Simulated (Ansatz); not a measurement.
Cartesian coordinates in Å:
```
C -0.9316 -0.5852 -0.1373
C 0.1498 0.3915 0.2507
O 0.5610 1.0429 -0.9218
O 1.2308 -0.2229 0.8988
H -1.2774 -1.1284 0.7425
H -1.7749 -0.0630 -0.5910
H -0.5407 -1.2989 -0.8683
H -0.2251 1.1162 0.9844
H 1.2502 1.6684 -0.6785
H 1.5580 -0.9207 0.3205
```

The species carries charge 0 and has multiplicity 1.

(1) List the PBE/def2-TZVPP orbital energies in eV (Ansatz). (An estimate is asked.)

## Answers

(1) The calculation gave: Occupied: -510.33, -510.31, -271.46, -268.71, -26.69, -24.84, -18.50, -15.44, -13.74, -11.84, -10.90, -10.02, -9.42, -9.24, -7.69, -7.22, -6.41. Lowest empty: 0.23, 0.84, 1.46, 1.97, 2.62, 2.71, 3.56, 4.06.
